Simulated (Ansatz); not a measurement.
# CHSSi−: single points off equilibrium

How do the functionals fare away from a minimum? The structure is a structure displaced at random from a GFN2-xTB minimum.

Method: single points in def2-TZVPPD; program: Ansatz 0.2.0, Gaussian basis.

Correlated methods freeze the cores.

### 1 Starting geometry

SMILES `[C-]#[Si]S`, 4 atoms, charge -1, spin multiplicity 1.

Atoms are counted from 1 here; the program's logs count them from 0.

Bond lengths: C1–Si2 1.686 Å, Si2–S3 2.296 Å, S3–H4 1.316 Å. Angles: C1–Si2–S3 175.6°, Si2–S3–H4 91.6°.

As a file:

```
C    -2.02250    0.40250    1.28520
Si   -0.75970    0.25990    0.17650
S     1.06530    0.02170   -1.19670
H     1.68430   -0.72380   -0.30670
```

### 2 CCSD(T)/def2-TZVPPD

The input, run/in.yaml:

```yaml
crystal:
  periodic: [false, false, false]
  atoms:
    - {symbol: C, position_ang: [-2.022500, 0.402500, 1.285200]}
    - {symbol: Si, position_ang: [-0.759700, 0.259900, 0.176500]}
    - {symbol: S, position_ang: [1.065300, 0.021700, -1.196700]}
    - {symbol: H, position_ang: [1.684300, -0.723800, -0.306700]}
basis:
  gaussian: {orbitals: "def2-TZVPPD.json"}
total_charge: -1
correlation: {method: ccsd_t}
output: {forces: true}
```

The basis file named in the input lies beside it (Basis Set Exchange, JSON).

Command:

```
$ ansatz run in.yaml --threads 4 --pin off --events-out ev --progress --plain --max-ram 5222MiB
```

### 3 PBE0-D4/def2-TZVPPD

run/in.yaml, as its differences from that of step 2:

```diff
@@ -10,3 +10,3 @@
 total_charge: -1
-correlation: {method: ccsd_t}
-output: {forces: true}
+hamiltonian: {xc: pbe0, dispersion: d4}
+output: {forces: true, orbitals: {seedname: orbitals}}
```

### 4 wB97M-V/def2-TZVPPD

run/in.yaml, as its differences from that of step 3:

```diff
@@ -10,3 +10,3 @@
 total_charge: -1
-hamiltonian: {xc: pbe0, dispersion: d4}
-output: {forces: true, orbitals: {seedname: orbitals}}
+hamiltonian: {xc: {name: wB97M-V}}
+output: {forces: true}
```

### 5 r2SCAN-D4/def2-TZVPPD

run/in.yaml, as its differences from that of step 4:

```diff
@@ -10,3 +10,3 @@
 total_charge: -1
-hamiltonian: {xc: {name: wB97M-V}}
+hamiltonian: {xc: r2scan, dispersion: d4}
 output: {forces: true}
```

### 6 PBE-D4/def2-TZVPPD

run/in.yaml, as its differences from that of step 5:

```diff
@@ -10,3 +10,3 @@
 total_charge: -1
-hamiltonian: {xc: r2scan, dispersion: d4}
+hamiltonian: {xc: pbe, dispersion: d4}
 output: {forces: true}
```

### 7 SPW92/def2-TZVPPD

run/in.yaml, as its differences from that of step 6:

```diff
@@ -10,3 +10,3 @@
 total_charge: -1
-hamiltonian: {xc: pbe, dispersion: d4}
+hamiltonian: {xc: lda}
 output: {forces: true}
```

### 8 r2SCANh-D4/def2-TZVPPD

run/in.yaml, as its differences from that of step 7:

```diff
@@ -10,3 +10,3 @@
 total_charge: -1
-hamiltonian: {xc: lda}
+hamiltonian: {xc: {name: r2SCANh}, dispersion: d4}
 output: {forces: true}
```

(Steps that only read results are left out.)

What does the calculation give? Wanted: RMS force component; RMS force error; HOMO and LUMO, PBE0-D4; T1 diagnostic.

**Answer**, as computed:

| quantity | value |
| --- | --- |
| RMS force component | 0.347 to 0.473 eV/Å over the methods |
| RMS force error | PBE0-D4 0.331, wB97M-V 0.427, r2SCAN-D4 0.264, PBE-D4 0.212, SPW92 0.363, r2SCANh-D4 0.313 eV/Å |
| HOMO and LUMO, PBE0-D4 | -0.69 and 2.33 eV |
| T1 diagnostic | 0.033 |

In words: For forces PBE-D4 does best and wB97M-V worst. Frozen-core CCSD(T) forces in triple zeta carry basis errors of their own, and this is one geometry, so small gaps rank nothing. The T1 diagnostic is large here, over the usual mark for main-group molecules (transition-metal compounds often pass it harmlessly), so CCSD(T) itself may be off. The restricted Hartree–Fock reference is unstable towards an unrestricted one at one or more of these structures.
